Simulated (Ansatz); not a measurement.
**Bulk modulus B0 of some phosphides, arsenides and antimonides, all zinc-blende**

Method: PBE0-D3(BJ) (Ansatz, a program for electronic structure, plane waves, PAW). References are measured values corrected to a static lattice.

Values in GPa.

```json
[
 {"solid": "zinc-blende InAs", "reference": "58.6", "PBE0-D3(BJ)": "65.5", "error (%)": "+11.8"},
 {"solid": "zinc-blende GaAs", "reference": "76.7", "PBE0-D3(BJ)": "80.7", "error (%)": "+5.2"},
 {"solid": "zinc-blende InSb", "reference": "46.1", "PBE0-D3(BJ)": "?", "error (%)": "?"},
 {"solid": "zinc-blende AlAs", "reference": "75", "PBE0-D3(BJ)": "82.6", "error (%)": "+10.1"},
 {"solid": "zinc-blende InP", "reference": "72", "PBE0-D3(BJ)": "76.8", "error (%)": "+6.7"},
 {"solid": "zinc-blende GaP", "reference": "89.6", "PBE0-D3(BJ)": "96.4", "error (%)": "+7.6"},
 {"solid": "zinc-blende BP", "reference": "176 (168–176)", "PBE0-D3(BJ)": "183", "error (%)": "+4.0"}
]
```

**Question.** Estimate the withheld PBE0-D3(BJ) value.

**Answer.** The errors of the other rows run from +4.0 % to +11.8 %, with a median of +7.1 %; carried to the reference 46.1 it gives 49.4 GPa. The run gives 51.1 GPa (+10.8 %), +3.4 % from the estimate; the row was drawn at random, and such an estimate is rough. Over these 7 solids the mean error is +8.0 %, the mean absolute error 8.0 % (median 7.6 %), and the worst case zinc-blende InAs at +11.8 %; the value is above the reference in 7 of 7 cases.

All these references are brought to a static lattice.

Spin–orbit coupling is left out, also for the solids with elements from indium on (zinc-blende InAs, zinc-blende InSb, zinc-blende InP); its size isn't shown.

Brackets give the range of the sources taken for a reference, where it is wide; it can hold other temperatures.

Differences are worked out from the printed values.

Each level is taken at its own relaxed cell. Ansatz's density-functional and Hartree–Fock values are scalar-relativistic unless marked +SOC, with PAW data made under PBE.

Not in this set, of the phosphides, arsenides and antimonides with a reference value in our tables and a result at some level: 4 for a reference at room or unstated temperature. These can be a level's best or worst cases. At least 2 more with a reference value are held back for tests. Solids without a released value at any level aren't counted. Layered and molecular crystals are counted apart.

References as tabulated in Mejia-Rodriguez and Trickey (2018), arXiv:1807.09216; Goldzak et al. (2022), arXiv:2208.04865.
